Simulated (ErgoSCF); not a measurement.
**BPH4 (SMILES BP): UHF/6-31++G**

What is the vertical singlet–triplet gap of BPH4 at UHF/6-31++G? 

The results are computed with ErgoSCF 3.8.

7 further runs of the same task are left out: 3 that didn't finish, 4 set aside as unsound or not needed.

## 1. Starting point

BPH4: 6 atoms, total charge 0, spin state singlet. As SMILES, `BP`. The coordinates come from a GFN2-xTB relaxation.

Bond lengths: B1–P2 1.841 Å, B1–H3 1.169 Å, B1–H4 1.169 Å, P2–H5 1.378 Å, P2–H6 1.378 Å. Angles: B1–P2–H5 103.7°, B1–P2–H6 103.7°, P2–B1–H3 119.5°, P2–B1–H4 119.5°, H5–P2–H6 96.8°, H3–B1–H4 120.3°.

## 2. The energy at UHF/6-31++G

Input file input.ego:

```
# BH4P
set_nthreads(1)
molecule_inline Angstrom
B  0.002660 -0.867960 0.118880
P  0.378740 0.928770 0.259630
H  -0.777460 -1.351190 0.842930
H  0.659230 -1.540870 -0.575930
H  0.599110 1.319050 -1.043720
H  -0.862270 1.512200 0.398210
EOF
basis = "6-31++G"
scf.max_number_of_iterations = 100
scf.force_unrestricted = 1
scf.starting_guess_disturbance = 0.05
scf.use_diagonalization = 1
charge = 0
tmpdir = "."
scf.output_mulliken_pop = 1
run "HF"
```

Run with:

```sh
$ ergo input.ego
```

The log of the run:

```text
[...]
INSC SCF_general constructor, number of basis functions: 42
[...]
INSC Energy   1 =       -164.86034602200
[...]
INDE E_LUMO =          0.04442805845
[...]
INSC Energy  19 =       -367.64623034108  ( diff     -0.000000000014779 )
[...]
RESC CONVERGED after  19 iterations.
RESC FINAL ENERGY:       -367.64623034108
RESC FINAL <S2> =          0.00000000004
[...]
INSC SCF: dipole_moment_x [atomic units] =      -0.33761535
INSC SCF: dipole_moment_y [atomic units] =      -0.06499071
INSC SCF: dipole_moment_z [atomic units] =      -0.33324946
[...]
```

Run time: 15 s. Hardware: 1 thread of Intel Xeon at 2.50GHz (Skylake/Cascade Lake), shared host; peak memory 0.27 GiB.

## 3. The triplet, same level

Input file input.ego:

```
set_nthreads(1)
molecule_inline Angstrom
B      0.002660    -0.867960     0.118880
P      0.378740     0.928770     0.259630
H     -0.777460    -1.351190     0.842930
H      0.659230    -1.540870    -0.575930
H      0.599110     1.319050    -1.043720
H     -0.862270     1.512200     0.398210
EOF
scf.starting_guess_disturbance = 0.05
scf.output_mulliken_pop = 1
spin_polarization = 2
scf.max_number_of_iterations = 100
scf.use_diagonalization = 1
tmpdir = "."
basis = "6-31++G"
run "HF"
```

Run with:

```sh
$ ergo input.ego
```

The log of the run:

```text
[...]
INSC SCF_general constructor, number of basis functions: 42
[...]
INSC Energy   1 =       -164.91537298792
[...]
INDE E_LUMO =         -0.06826375975
[...]
INSC Energy  47 =       -367.50921118207  ( diff     -0.000000000001819 )
[...]
RESC CONVERGED after  47 iterations.
RESC FINAL ENERGY:       -367.50921118207
RESC FINAL <S2> =          2.01162253530
[...]
INSC SCF: dipole_moment_x [atomic units] =       0.36979984
INSC SCF: dipole_moment_y [atomic units] =       2.01117591
INSC SCF: dipole_moment_z [atomic units] =       0.10560116
[...]
```

It took 35 s on 1 thread of Intel Xeon at 2.50GHz (Skylake/Cascade Lake), shared host; peak memory 0.27 GiB.

## 4. Summary of results

Level: UHF/6-31++G.

| quantity | value |
| --- | --- |
| singlet: total energy | -367.64623 Eh |
| singlet: dipole moment | 1.22 D |
| triplet: total energy | -367.50921 Eh |
| triplet: dipole moment | 5.20 D |
| triplet: ⟨S²⟩ | 2.012 |
| vertical energy of the triplet above the singlet | 3.728 eV |

At this shape the triplet lies 3.73 eV (86 kcal/mol) above the singlet. Mulliken charges (triplet) run from -0.57 on B1 to +0.60 on P2; in a basis this large or diffuse they mean little.
